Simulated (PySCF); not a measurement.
**Phosphorus: a sound run and one with changed settings**

Sound run: P [Ne] 3s2 3p3, P⁺ [Ne] 3s2 3p2. Computed with PySCF 2.14 in x2c-SVPall (4s3p1d, 18 functions), with scalar relativity by spin-free X2C-1e. In the sound run the correlated levels freeze [Ne]. The sound run starts from symmetry-adapted Hartree-Fock orbitals and uses a fine grid where one is needed.

A second run was set up differently.

```json
{"species": "P", "method": "MP2", "sound run (hartree)": "-341.46418", "changed run (hartree)": "-341.47222", "converged": "yes"}
{"species": "P", "method": "CCSD(T)", "sound run (hartree)": "-341.48223", "changed run (hartree)": "-341.48985", "converged": "yes"}
{"species": "P⁺", "method": "MP2", "sound run (hartree)": "-341.08769", "changed run (hartree)": "-341.09574", "converged": "yes"}
{"species": "P⁺", "method": "CCSD(T)", "sound run (hartree)": "-341.10868", "changed run (hartree)": "-341.11645", "converged": "yes"}
```

Ionisation energy of P:

| method | sound run (eV) | changed run (eV) |
| --- | --- | --- |
| UHF | 9.925 | 9.925 |
| MP2 | 10.245 | 10.245 |
| SCS-MP2 | 10.116 | 10.115 |
| CCSD | 10.163 | 10.159 |
| CCSD(T) | 10.165 | 10.161 |

Question: What was changed?
A. all electrons correlated in a valence basis
B. too few SCF iterations
C. level shift left on
D. a valence shell is frozen

Answer: A. A valence basis has no tight correlating functions, so it recovers only part of the core correlation, and not evenly between atom and ion.
